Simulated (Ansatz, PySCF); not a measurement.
Gas-phase enthalpy of formation at 298 K, by the atomisation route, of [CH3] (CH3) (SMILES; CH3). Each molecule is optimised on its own at B3LYP-D3(BJ)/def2-TZVP (Ansatz, a first-principles code). Correlated levels leave the core frozen unless marked. Open shells are spin-unrestricted. Spin-orbit coupling is left out. No relativistic terms. Basis-set limits of correlation are two-point, X^-3; Hartree-Fock from the larger set. Thermal terms are rigid-rotor harmonic-oscillator values from B3LYP-D3(BJ) frequencies (PySCF) at 298.15 K and 1 atm. 1 Eh = 627.5095 kcal/mol.

```csv
species,count,"E, CCSD(T)/CBS(aug-cc-pVTZ,aug-cc-pVQZ) (Ansatz) (Eh)","E, PBE/def2-TZVPD (Ansatz) (Eh)",measured ΔHf at 0 K (kcal/mol),H(298) - H(0) of the element (kcal/mol)
[CH3] (CH3),1,-39.77863,-39.78820,-,-
C atom,1,-37.78944,-37.79605,169.98,0.25
H atom,3,-0.49995,-0.49962,51.63,1.01
```

Molecule: zero-point energy 18.65, H(298) - H(0) 2.50 kcal/mol. The route leaves out scalar relativity and anharmonic zero-point terms, the atoms' spin-orbit terms, and in the frozen-core level the core correlation. Atomic data: G2/97 table in ASE.

Work out De, D0 and ΔHf at 0 and 298 K at both levels, and their errors against the measured value.


The atoms' values sum to 324.87 (0 K) and 3.28 (thermal), in kcal/mol.
- CCSD(T)/CBS(aug-cc-pVTZ,aug-cc-pVQZ): De = 307.07; D0 = 307.07 - 18.65 = 288.42; ΔHf(0 K) = 324.87 - 288.42 = 36.45; ΔHf(298 K) = 36.45 + 2.50 - 3.28 = 35.67; error +0.7.
- PBE/def2-TZVPD: De = 309.54; D0 = 309.54 - 18.65 = 290.89; ΔHf(0 K) = 324.87 - 290.89 = 33.98; ΔHf(298 K) = 33.98 + 2.50 - 3.28 = 33.20; error -1.8.
Measured: 35.0 kcal/mol (Active Thermochemical Tables 1.112 (ions: stationary electron), as tabulated in the package chemicals).
